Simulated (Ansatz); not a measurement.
Mulliken charges of `C=C[O]` radical from B3LYP/def2-TZVPP in Ansatz (PBE0-D4/def2-TZVP geometry).

```json
{"atom": "C1", "x (Å)": "-0.536", "y (Å)": "0.056", "z (Å)": "-0.481", "charge (e)": "-0.145"}
{"atom": "C2", "x (Å)": "0.531", "y (Å)": "-0.056", "z (Å)": "0.450", "charge (e)": "0.100"}
{"atom": "O3", "x (Å)": "0.985", "y (Å)": "-1.133", "z (Å)": "0.821", "charge (e)": "-0.275"}
{"atom": "H4", "x (Å)": "-0.978", "y (Å)": "-0.845", "z (Å)": "-0.890", "charge (e)": "0.127"}
{"atom": "H5", "x (Å)": "-0.913", "y (Å)": "1.024", "z (Å)": "-0.788", "charge (e)": "0.126"}
{"atom": "H6", "x (Å)": "0.952", "y (Å)": "0.890", "z (Å)": "0.841", "charge (e)": "0.067"}
```

Q: By hand: the dipole of these point charges (1 e Å = 4.8032 D).

A: Σ q r = (-0.316, 0.379, -0.267) e Å, of length 0.561 e Å = 2.69 D.

Q: How does the dipole of the full density compare? (Estimate.)

A: Ansatz gave: (-0.323, 0.442, -0.272) e Å, 2.94 D; the point charges give 0.91 times that, at 4° from its direction.

Point charges leave out the atoms' own dipoles, such as those of lone pairs, and Mulliken's split depends on the basis, so the close match here is no proof of good charges.

B3LYP here is the variant with VWN-RPA as its local correlation; programs differ in this.
